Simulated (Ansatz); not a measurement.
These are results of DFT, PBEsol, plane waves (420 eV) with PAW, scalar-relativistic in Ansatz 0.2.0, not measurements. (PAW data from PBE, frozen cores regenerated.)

An element in the bcc structure gives this curve. The cell is scaled uniformly from the relaxed one, with fractional coordinates and shape fixed. Energies are extrapolated to zero smearing, pressures are those at the given smearing. Magnetic state: spin not included.

```
V (Å³/atom)  E − E₀ (meV/atom)  P (GPa)
     62.764               13.0     0.58
     65.617                5.1     0.34
     68.470                1.0     0.15
     71.323                0.0    -0.01
     74.176                1.7    -0.14
     77.029                5.5    -0.25
     79.882               11.1    -0.34
```

Question: Which element is it?
A. lanthanum
B. potassium
C. barium
D. sodium

Answer: B. Its fit is V₀ = 70.86 Å³/atom, B₀ = 3.7 GPa, B₀′ = 3.7.
